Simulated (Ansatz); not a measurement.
A made-up structure of C2HN, closed shell:

C1  (0.698, -0.681, 0.282)
C2  (-0.296, 0.060, -0.069)
N3  (0.955, 0.668, 0.031)
H4  (-1.357, -0.046, -0.244)
(Å)

It is relaxed with PBE-D4/def2-SVP and then PBE0-D4/def2-TZVP (Ansatz 0.2.0). Atoms count as bonded within 1.22 times the sum of their covalent radii (H–H: 0.88 Å). The end point is not checked to be a true minimum.

(1) Does its bonding change? (A judgement: the text doesn't fix the answer.)

Answers

(1) The calculation gives: No: no bond forms or breaks.

Where it ends: The first stage lowers the energy by 0.80 eV in 6 steps. It ends as C₂HN (C1=CN=1):
```
4
angstrom
C 0.8652 -0.7123 0.3197
C -0.3025 -0.0452 -0.0466
N 0.7843 0.6452 0.0040
H -1.3469 0.1123 -0.2770
```

For scale, one of the runs: PBE0-D4/def2-TZVP relaxation, 99 basis functions, launched by `ansatz run in.yaml --threads 2 --pin off --events-out ev --progress --plain --max-ram 4352MiB`. The run took about 4.6 s on 2 CPU threads of an AMD EPYC 7B13 (shared host).
